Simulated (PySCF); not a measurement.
# Working out the electron affinity of Cl

Cl⁻ [Ar] (1S) → Cl [Ne] 3s2 3p5 (2P). Computed with PySCF 2.14 in aug-cc-pCVTZ-DK with one added diffuse shell each of s, p, d, f type (9s8p6d4f, 91 functions), with the spin-free X2C one-electron Hamiltonian (Gaussian nucleus). Frozen: nothing. Energies in hartree (1 hartree = 27.21139 eV):

| part | Cl⁻ (lower) | Cl (upper) |
| --- | --- | --- |
| UHF | -460.981692 | -460.895038 |
| MP2 opposite-spin | -0.401421 | -0.369652 |
| MP2 same-spin | -0.148945 | -0.133815 |

**Question.** What does Hartree-Fock give?

**Answer.** (-460.895038) − (-460.981692) = 0.086654 hartree = 2.358 eV.

**Question.** What do MP2 and SCS-MP2 (6/5 opposite-spin, 1/3 same-spin) give?

**Answer.** The opposite-spin parts differ by 0.864 eV and the same-spin parts by 0.412 eV. MP2: 2.358 + (0.864) + (0.412) = 3.634 eV. SCS-MP2: 2.358 + 1.2 × (0.864) + (0.412)/3 = 3.532 eV.

A first-order spin-orbit estimate adds -0.035 eV to MP2 (all electrons), giving 3.599 eV against 3.613 eV (measured; photodetachment measurements, as compiled on the Wikipedia data page of electron affinities).

What remains against the reference includes basis incompleteness and correlation beyond second order.
